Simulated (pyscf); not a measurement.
Elementary routes open to H₃C–NH₂ (SMILES CN) + CH₃• (SMILES [CH3]) in the gas phase (doublet surface):
A. H₃C–NH–CH₃ (SMILES CNC) + H• (SMILES [H]) (H–N broken; C–N formed)
B. •H₂C–NH₂ (SMILES [CH2]N) + CH₄ (SMILES C) (C–H broken; C–H formed)
C. H₃C–CH₃ (SMILES CC) + NH₂• (SMILES [NH2]) (C–N broken; C–C formed)
D. H₃C–NH• (SMILES C[NH]) + CH₄ (SMILES C) (H–N broken; C–H formed)
E. H₃C–CH₂–NH₂ (SMILES CCN) + H• (SMILES [H]) (C–H broken; C–C formed)

PySCF, gas phase, ωB97X-D3(BJ)/def2-SVP geometries.

### Question
Rank the routes by free-energy barrier at 1200 K, lowest first, for ωB97M-D3(BJ)/def2-TZVP energies (ideal gas, 1 atm, RRHO with modes under 100 cm⁻¹ raised to 100, one conformer, R ln 2 for chiral ones without a mode under 150 cm⁻¹).

### Answer
B (186.0 kJ/mol), D (192.4 kJ/mol), A (341.9 kJ/mol), C (348.5 kJ/mol), E (384.4 kJ/mol)

Route B is the fastest of these, ahead of the next by 6.4 kJ/mol. The most stable products are those of B (ΔG = -45.8 kJ/mol), so kinetics and thermodynamics agree. At 298 K D takes the lead. Only these routes are compared; each barrier is that of the saddle found, and lower ones may exist.
